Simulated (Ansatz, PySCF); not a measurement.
CH2O, SMILES O=C.

Coordinates come from a PBE0-D3(BJ)/def2-TZVPD optimisation.

Two levels are set side by side: PBE/def2-TZVPD (Ansatz, a quantum-chemistry and plane-wave program) and EOM-CCSD/aug-cc-pVDZ (PySCF). PBE by ΔSCF, the other level by its IP root; same geometry, the bases differ. Differences are taken from unrounded values.

```csv
quantity,EOM-CCSD
vertical ionisation energy (eV),10.61
```

Q: What does PBE give, and how far is it from EOM-CCSD? (Estimate from the structure and the level; the computed values follow.)

A: 
| quantity | PBE | PBE minus EOM-CCSD |
|---|---|---|
| vertical ionisation energy (eV) | 10.73 | 0.12 |

Here PBE gives about what the other level gives.
